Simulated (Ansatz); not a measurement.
in.yaml

```yaml
crystal:
  periodic: [false, false, false]
  atoms:
    - {symbol: Hf, position_ang: [0.000000, 0.000000, 0.000000]}
    - {symbol: Ge, position_ang: [0.000000, 0.000000, 4.428000]}
basis:
  gaussian: {orbitals: def2-SVP}
magnetization: {spin_polarized: false}
correlation: {method: ccsdt_q, electrons: outside_noble_gas}
```

```sh
$ ansatz run in.yaml --threads 1 --pin off --events-out ev --progress --plain --max-ram 2393MiB
```

Output:

```
1040 factors; integrals over basis functions are off by at most 1.1e-7 eV
mean field evaluation 1: about -57737.2534 eV, gradient 2.9e1 eV
mean field evaluation 2: about -57737.2990 eV, gradient 2.9e1 eV
mean field evaluation 4: about -57729.4878 eV, gradient 5.0e1 eV
mean field evaluation 8: about -57748.3493 eV, gradient 1.8e1 eV
mean field evaluation 16: about -57750.7762 eV, gradient 8.6e-5 eV
mean field evaluation 32: about -57750.8093 eV, gradient 1.4e-1 eV
mean field evaluation 64: about -57750.8748 eV, gradient 9.1e-7 eV
mean field evaluation 96: about -57749.4740 eV, gradient 1.3e1 eV
mean field evaluation 128: about -57750.8748 eV, gradient 5.4e-2 eV
mean field evaluation 160: about -57750.8734 eV, gradient 2.6e-1 eV
...
mean field -57750.87478774 eV, -2122.3055035005 hartree, gradient 1.2e-9 eV, S^2 0.000000; 35 other end points of the search recorded, 0 dependent functions left out; unrestricted orbitals would lower it
...
determinant -57750.87478774 eV, -2122.3055035005 hartree, with singles and doubles -57754.81701321 eV, -2122.4503776144 hartree
determinant -57750.87363451 eV, -2122.3054611201 hartree, with singles and doubles -57754.82247354 eV, -2122.4505782779 hartree
determinant -57750.86705912 eV, -2122.3052194790 hartree, with singles and doubles -57754.85597090 eV, -2122.4518092831 hartree
determinant -57750.86705796 eV, -2122.3052194363 hartree, with singles and doubles -57754.85598272 eV, -2122.4518097174 hartree
determinant -57750.80707904 eV, -2122.3030152519 hartree, with singles and doubles -57754.71960120 eV, -2122.4467977892 hartree
determinant -57750.80074690 eV, -2122.3027825500 hartree, with singles and doubles -57754.75396553 eV, -2122.4480606549 hartree
determinant -57750.79847505 eV, -2122.3026990609 hartree, with singles and doubles -57754.69779111 eV, -2122.4459962832 hartree
determinant -57750.77615383 eV, -2122.3018787711 hartree, with singles and doubles -57754.69347331 eV, -2122.4458376068 hartree
determinant -57750.76674467 eV, -2122.3015329911 hartree, with singles and doubles -57754.71010844 eV, -2122.4464489367 hartree
determinant -57750.76626984 eV, -2122.3015155414 hartree, with singles and doubles -57754.70922639 eV, -2122.4464165219 hartree
determinant -57750.72109150 eV, -2122.2998552678 hartree, with singles and doubles -57754.67077526 eV, -2122.4450034689 hartree
determinant -57750.71228642 eV, -2122.2995316873 hartree, with singles and doubles -57754.68034154 eV, -2122.4453550231 hartree
determinant -57750.68972830 eV, -2122.2987026915 hartree, with singles and doubles -57754.66242381 eV, -2122.4446965586 hartree
determinant -57750.47325846 eV, -2122.2907475717 hartree, with singles and doubles -57754.51013687 eV, -2122.4391001169 hartree
determinant -57748.49799727 eV, -2122.2181580619 hartree, with singles and doubles -57754.64204930 eV, -2122.4439478092 hartree
determinant -57750.87478774 eV, -2122.3055035005 hartree, with singles and doubles -57754.80304060 eV, -2122.4498641305 hartree
determinant -57750.87363451 eV, -2122.3054611201 hartree, with singles and doubles -57754.77015443 eV, -2122.4486555860 hartree
determinant -57750.86705912 eV, -2122.3052194790 hartree, with no singles and doubles
determinant -57750.86705796 eV, -2122.3052194363 hartree, with singles and doubles -57754.91698458 eV, -2122.4540514947 hartree
determinant -57750.80707904 eV, -2122.3030152519 hartree, with no singles and doubles
determinant -57750.80074690 eV, -2122.3027825500 hartree, with singles and doubles -57754.77742571 eV, -2122.4489228005 hartree
determinant -57750.79847505 eV, -2122.3026990609 hartree, with singles and doubles -57754.79453988 eV, -2122.4495517347 hartree
determinant -57750.77615383 eV, -2122.3018787711 hartree, with singles and doubles -57754.75230115 eV, -2122.4479994900 hartree
determinant -57750.76674467 eV, -2122.3015329911 hartree, with no singles and doubles
determinant -57750.76626984 eV, -2122.3015155414 hartree, with no singles and doubles
determinant -57750.72109150 eV, -2122.2998552678 hartree, with singles and doubles -57754.75550704 eV, -2122.4481173045 hartree
determinant -57750.71228642 eV, -2122.2995316873 hartree, with singles and doubles -57754.76749314 eV, -2122.4485577855 hartree
determinant -57750.68972830 eV, -2122.2987026915 hartree, with singles and doubles -57754.75808819 eV, -2122.4482121598 hartree
determinant -57750.47325846 eV, -2122.2907475717 hartree, with singles and doubles -57754.62281424 eV, -2122.4432409341 hartree
determinant -57748.49799727 eV, -2122.2181580619 hartree, with singles and doubles -57755.79575236 eV, -2122.4863456147 hartree
...
unrestricted determinant -57754.08575068 eV, -2122.4235042122 hartree, S^2 2.0482
18 core orbitals not correlated: weight in the atoms' cores, before any rotation towards them, 1.000 or more for the frozen orbitals, at most 0.000 for the correlated occupied ones
reference -57748.49799730 eV, -2122.2181580630 hartree; 4, 4 occupied and 42, 42 virtual orbitals, 1040 factors
second order -7.39677184 eV of doubles, -0.00000000 eV of singles
...
cycle  56  -8.63793638 eV  change    1.3e-6 eV  update   1.6e-6
cycle  57  -8.63794176 eV  change   -5.4e-6 eV  update   1.2e-6
cycle  58  -8.63794296 eV  change   -1.2e-6 eV  update   9.3e-7
cycle  59  -8.63794451 eV  change   -1.5e-6 eV  update   7.0e-7
cycle  60  -8.63794531 eV  change   -8.0e-7 eV  update   6.1e-7
cycle  61  -8.63794442 eV  change    8.9e-7 eV  update   5.1e-7
cycle  62  -8.63794375 eV  change    6.6e-7 eV  update   4.3e-7
cycle  63  -8.63794351 eV  change    2.4e-7 eV  update   3.7e-7
cycle  64  -8.63794255 eV  change    9.7e-7 eV  update   3.0e-7
cycle  65  -8.63794228 eV  change    2.6e-7 eV  update   2.2e-7
perturbative correction 1.66941249 eV, 0.0613497774 hartree
WARN: the results are in doubt because among natural orbitals full CI differs from the method by -1.265 eV
Total energy: -57755.46652710 eV, -2122.4742468095 hartree
In doubt: among natural orbitals full CI differs from the method by -1.265 eV
```

The determinant lies 2.38 eV above the lowest one of its kind in the log. The T1 diagnostic is 0.220, too large for the energy to be relied on.

Ran on 1 thread of Arm Neoverse V1, shared host: 3.6 min wall, 0.3 GiB peak host memory.
